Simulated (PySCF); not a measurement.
Computed data sheet: sulfur dicyanide, `N#CSC#N`

Species: sulfur dicyanide, C₂N₂S.
Structure used (GFN2-xTB), in Å, numbered top down from 1:
```
atom  x, y, z in Å
N1    -2.1930   -0.1457    0.0054
C2    -1.1560   -0.0130    0.4672
S3     0.3665    0.1861    1.1821
C4     1.2038    0.0367   -0.2826
N5     1.7874   -0.0612   -1.2604
```

Structural features include: cyano group on a heteroatom.

From GFN2-xTB geometry:

```yaml
Point_group_of_the_GFN2-xTB_geometry: C2v
Rotational_constants_A_B_C_of_the_GFN2-xTB_geometry: 9.004, 3.178, 2.349 GHz
```

**B3LYP/def2-SVPD ground state and vertical TDDFT (core frozen in the response) (PySCF)**

```yaml
Dipole_moment: 3.51 D
HOMO_energy: -8.78 eV
LUMO_energy: -2.05 eV
HOMO–LUMO_gap: 6.73 eV
Lowest_singlet_excitation: 5.31 eV (234 nm, f = 0.000)
Strongest_line_among_the_8_lowest_singlet_transitions: S4 at 6.82 eV (182 nm, f = 0.021)
Lowest_triplet_excitation_Tamm–Dancoff: 4.90 eV
Static_isotropic_polarisability: 49.0 au
Electronic_spatial_extent_⟨r²⟩_about_the_centre_of_nuclear_charge: 469 bohr²
```

Monoisotopic mass (most abundant isotopes): 83.9782 u.

With B = h/(8π²I), that is 505.379 GHz u Å² over I, the principal moments of inertia are 56.1, 159.0 and 215.1 u Å² (most abundant isotopes); the inertial defect Ic − Ia − Ib is 0.0 u Å² (zero for a rigid planar frame, negative otherwise). The polarisability is 7.26 Å³ as a volume (1 au = 0.148185 Å³), or 1.17 au for each of the 42 electrons. The vertical singlet–triplet gap S1 − T1 is 0.41 eV (TDDFT singlet less Tamm–Dancoff triplet; S1: HOMO→LUMO, weight 0.99; T1: HOMO→LUMO, weight 0.97). The principal polarisabilities are 33.2, 48.2 and 65.5 au; their mean is the isotropic value.

Geometry: GFN2-xTB; no solvent, vibrations or thermal averaging.
